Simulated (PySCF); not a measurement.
## C: ionisation energy

C [He] 2s2 2p2 (3P) → C⁺ [He] 2s2 2p1 (2P), as a difference of total energies. Computed with PySCF 2.14 in aug-cc-pVDZ, with the non-relativistic Hamiltonian (point nucleus). Correlated levels: valence: 1s2 frozen. The calculations carry no spin-orbit coupling.

```tsv
method	ionisation energy (eV)
UHF	10.817
LDA	11.700
M06-L	11.501
MP2 (valence)	11.145
SCS-MP2 (valence)	11.036
CCSD (valence)	11.050
CCSD(T) (valence)	11.066
```

Errors of the correlated levels include the incompleteness of this basis and the frozen core.

Q: Which method comes closest to the reference value, and which is furthest?

A: The reference is 11.262 eV (measured; NIST levels, between the centres of gravity of the two terms). Closest: MP2 (valence) (error -0.117 eV); furthest: UHF (error -0.445 eV).
